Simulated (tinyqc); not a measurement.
Worked calculation: extended Hueckel theory, for SiH3. One step of it, computed by the program tinyqc.

Problem. Wolfsberg-Helmholz matrix. H_ij = K' S_ij (H_ii + H_jj)/2 for i != j (the diagonal keeps H_ii), with K' = K + D^2 + D^4 (1 - K), D = (H_ii - H_jj)/(H_ii + H_jj), K = 1.5.

overlap S:
```
           1Si 3s    1Si 3px    1Si 3py    1Si 3pz      2H 1s      3H 1s      4H 1s
1Si 3s   1.000000   0.000000   0.000000   0.000000   0.390733   0.390652   0.390652
1Si 3px  0.000000   1.000000   0.000000   0.000000   0.499422  -0.249797  -0.249797
1Si 3py  0.000000   0.000000   1.000000   0.000000   0.000000   0.432378  -0.432378
1Si 3pz  0.000000   0.000000   0.000000   1.000000  -0.032002  -0.031992  -0.031992
2H 1s    0.390733   0.499422   0.000000  -0.032002   1.000000   0.030675   0.030675
3H 1s    0.390652  -0.249797   0.432378  -0.031992   0.030675   1.000000   0.030701
4H 1s    0.390652  -0.249797  -0.432378  -0.031992   0.030675   0.030701   1.000000
```

diagonal H_ii (eV): 1Si 3s -17.300000, 1Si 3px -9.200000, 1Si 3py -9.200000, 1Si 3pz -9.200000, 2H 1s -13.600000, 3H 1s -13.600000, 4H 1s -13.600000

K = 1.500000

Give: H.

Solution.

H (eV):
```
          1Si 3s  1Si 3px  1Si 3py  1Si 3pz    2H 1s    3H 1s    4H 1s
1Si 3s   -17.300    0.000    0.000    0.000   -9.141   -9.139   -9.139
1Si 3px    0.000   -9.200    0.000    0.000   -8.748    4.376    4.376
1Si 3py    0.000    0.000   -9.200    0.000    0.000   -7.574    7.574
1Si 3pz    0.000    0.000    0.000   -9.200    0.561    0.560    0.560
2H 1s     -9.141   -8.748    0.000    0.561  -13.600   -0.626   -0.626
3H 1s     -9.139    4.376   -7.574    0.560   -0.626  -13.600   -0.626
4H 1s     -9.139    4.376    7.574    0.560   -0.626   -0.626  -13.600
```
